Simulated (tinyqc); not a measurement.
Extended Hueckel theory, for LiH, step by step. Computed by tinyqc, a small Python program that keeps every step (integrals from PySCF). Settings: charge = 0, K = 1.75, multiplicity = 1. Command: `OMP_NUM_THREADS=1 python tinyqc.py 25714 25715 out.jsonl` (the two numbers bound the seeds that draw the settings). One thread of a shared host (Intel(R) Xeon(R) Processor @ 2.60GHz), about 0.01 s of CPU time with the checks.

## Overlaps

Geometry (angstrom):
```
atom        x        y        z
Li    0.00000  0.00000  0.00000
H     0.00000  0.00000  1.51700
```

Parameters chosen for this run:
```
element  shell  Slater exponent  H_ii (eV)
H           1s          1.30000  -13.60000
Li          2s          0.65000   -5.40000
Li          2p          0.65000   -3.50000
```

Slater orbitals, each expanded in six Gaussians scaled to its exponent.

overlap S, lower triangle:
```
          1Li 2s  1Li 2px  1Li 2py  1Li 2pz    2H 1s
1Li 2s   1.00000
1Li 2px  0.00000  1.00000
1Li 2py  0.00000  0.00000  1.00000
1Li 2pz  0.00000  0.00000  0.00000  1.00000
2H 1s    0.37343  0.00000  0.00000  0.48820  1.00000
```

## Wolfsberg-Helmholz matrix

diagonal H_ii (eV): 1Li 2s -5.40000, 1Li 2px -3.50000, 1Li 2py -3.50000, 1Li 2pz -3.50000, 2H 1s -13.60000

K = 1.75000

H_ij = K' S_ij (H_ii + H_jj)/2 for i != j (the diagonal keeps H_ii), with K' = 1.75.

H (eV), lower triangle:
```
           1Li 2s   1Li 2px   1Li 2py   1Li 2pz      2H 1s
1Li 2s   -5.40000
1Li 2px   0.00000  -3.50000
1Li 2py   0.00000   0.00000  -3.50000
1Li 2pz   0.00000   0.00000   0.00000  -3.50000
2H 1s    -6.20830   0.00000   0.00000  -7.30472  -13.60000
```

## Orbitals

valence electrons = 2

Solve H C = S C e through S^(-1/2); fill by pairs from the bottom, a degenerate level sharing its electrons equally; each orbital has its largest coefficient positive (the first on a tie).

orbital energies (eV): -13.76898  -4.72518  -3.50000  -3.50000  4.10062

occupations: 2.00000  0.00000  0.00000  0.00000  0.00000

coefficients:
```
             MO1       MO2      MO3       MO4       MO5
1Li 2s   0.11781   0.84964  0.00000   0.00000   0.69882
1Li 2px  0.00000   0.00000  0.80550  -0.59259   0.00000
1Li 2py  0.00000   0.00000  0.59259   0.80550   0.00000
1Li 2pz  0.05246  -0.52633  0.00000   0.00000   1.05037
2H 1s    0.92448  -0.12903  0.00000   0.00000  -0.85782
```

sum of one-electron energies = -27.53796 eV

Within a degenerate level the vectors are fixed only up to a rotation; this is one choice.

## Mulliken analysis

P = C n C^T; charge = valence electrons (H 1, Li 1) minus the sum of (P S)_ii on the atom; overlap population = 2 sum P_ij S_ij between two atoms.

charges: 1Li 0.83804, 2H -0.83804

Overlap populations:
```
pair     value
2-1   0.257396
```
